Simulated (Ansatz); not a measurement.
Process, species as SMILES: C#C (C2H2) → C#[C-] + H+
B3LYP-D3(BJ)/def2-TZVP geometries, fixed; electronic energies without zero-point terms.
Largest species:
```xyz
4

C      0.0000     0.0000    -0.5984
C      0.0000     0.0000     0.5984
H      0.0000     0.0000     1.6611
H      0.0000     0.0000    -1.6611
```
Charge 0, spin multiplicity 1.

Basis-set convergence of the deprotonation energy at B3LYP with Ansatz (a program for electronic structure). Cartesian d functions, on some or all atoms, in 6-31G*; all else is spherical. The program fits the integrals of some runs and decomposes those of others, by size. No added dispersion term, no relativity. Functions are those of the species that has most. Reference: the value in aug-pcseg-3, 384.23 kcal/mol, itself unsure by roughly 0.31 kcal/mol (its mean distance from aug-cc-pVQZ, def2-QZVPPD). Deviations are taken from unrounded values.

```json
[
 {"basis": "6-31G", "functions": "22", "deprotonation energy (kcal/mol)": "405.81", "minus reference (kcal/mol)": "21.58"},
 {"basis": "6-31G*", "functions": "34", "deprotonation energy (kcal/mol)": "403.60", "minus reference (kcal/mol)": "19.37"},
 {"basis": "cc-pVDZ", "functions": "38", "deprotonation energy (kcal/mol)": "395.34", "minus reference (kcal/mol)": "11.11"},
 {"basis": "6-311G**", "functions": "48", "deprotonation energy (kcal/mol)": "394.62", "minus reference (kcal/mol)": "10.38"},
 {"basis": "6-311+G**", "functions": "56", "deprotonation energy (kcal/mol)": "383.28", "minus reference (kcal/mol)": "-0.96"},
 {"basis": "aug-cc-pVDZ", "functions": "64", "deprotonation energy (kcal/mol)": "380.79", "minus reference (kcal/mol)": "-3.45"},
 {"basis": "cc-pVTZ", "functions": "88", "deprotonation energy (kcal/mol)": "390.60", "minus reference (kcal/mol)": "6.37"},
 {"basis": "pcseg-2", "functions": "88", "deprotonation energy (kcal/mol)": "385.94", "minus reference (kcal/mol)": "1.71"},
 {"basis": "def2-TZVPP", "functions": "90", "deprotonation energy (kcal/mol)": "387.23", "minus reference (kcal/mol)": "3.00"},
 {"basis": "def2-TZVPD", "functions": "92", "deprotonation energy (kcal/mol)": "385.27", "minus reference (kcal/mol)": "1.03"},
 {"basis": "jun-cc-pV(T+d)Z", "functions": "106", "deprotonation energy (kcal/mol)": "383.96", "minus reference (kcal/mol)": "-0.28"},
 {"basis": "6-311++G(3df,3pd)", "functions": "114", "deprotonation energy (kcal/mol)": "383.95", "minus reference (kcal/mol)": "-0.28"},
 {"basis": "aug-cc-pVTZ", "functions": "138", "deprotonation energy (kcal/mol)": "383.98", "minus reference (kcal/mol)": "-0.26"},
 {"basis": "aug-pcseg-2", "functions": "138", "deprotonation energy (kcal/mol)": "384.18", "minus reference (kcal/mol)": "-0.05"},
 {"basis": "cc-pVQZ", "functions": "170", "deprotonation energy (kcal/mol)": "387.49", "minus reference (kcal/mol)": "3.26"},
 {"basis": "pcseg-3", "functions": "186", "deprotonation energy (kcal/mol)": "384.44", "minus reference (kcal/mol)": "0.21"},
 {"basis": "aug-pcseg-3", "functions": "268", "deprotonation energy (kcal/mol)": "384.23", "minus reference (kcal/mol)": "0.00"},
 {"basis": "cc-pV5Z", "functions": "292", "deprotonation energy (kcal/mol)": "385.18", "minus reference (kcal/mol)": "0.95"}
]
```
